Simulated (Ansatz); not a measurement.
# GeCO⁺, doublet: the ladder up to UCCSDT(Q)

Geometry: that of the GeCO, triplet, kept fixed.

```xyz
3

Ge    0.0000    0.0000    1.6649
C     0.0000    0.0000   -0.2581
O     0.0000    0.0000   -1.4068
```

Basis cc-pVDZ; Ansatz 0.2.0. Only valence electrons are correlated (noble-gas cores and the filled d shells of p-block atoms frozen), which leaves 13 electrons in 39 orbitals. R marks a restricted (for open shells ROHF) determinant, U an unrestricted one. Active spaces: valence = (11e, 11o, short of the full valence) chosen from the atoms' valence shells. No spin–orbit coupling is included, and no scalar relativity.

Full CI isn't at hand for all of this; UCCSDT(Q) serves as the reference, and is uncertain by the last step of the cluster series or more. The frozen core follows each run's orbitals, which can shift R against U totals by a few meV for light atoms and by up to 0.1 eV past Ca.

* UHF ⟨S²⟩: 0.778
* T1 diagnostic (RCCSD): 0.0238
* largest doubles amplitude (RCCSD): 0.080
* T1 diagnostic (UCCSD): 0.0236

| level | E − E(UCCSDT(Q)) (meV) | wall time |
| --- | --- | --- |
| UHF | 10375 | – |
| UMP2 | 914 | – |
| UCCSD | 477 | – |
| UCCSD(T) | 72 | 8.5 s |
| UCCSDT | 46 | – |

Run but not shown, since their state, orbitals or frozen core can't be matched to the reference's or they repeat it: RHF, RMP2, RCCSD, RCCSD(T), BCCD(T), RCCSDT, RCCSDT(Q), CASSCF (valence space), NEVPT2 (valence space), MRCISD (valence space), MRCISD+Q (valence space).

Times hold each run's SCF and search for its determinant on a shared host, so for small cases they say little of a method's own cost; they ran on 1 thread of Arm Neoverse V2. Some runs computed forces too.

Natural occupations of CASSCF (valence space) about the gap: 1.977 1.947 1.938 1.937 1.002 0.069 0.055 0.049 0.026 0.019; effectively unpaired electrons, Σ n²(2−n)², 1.09.
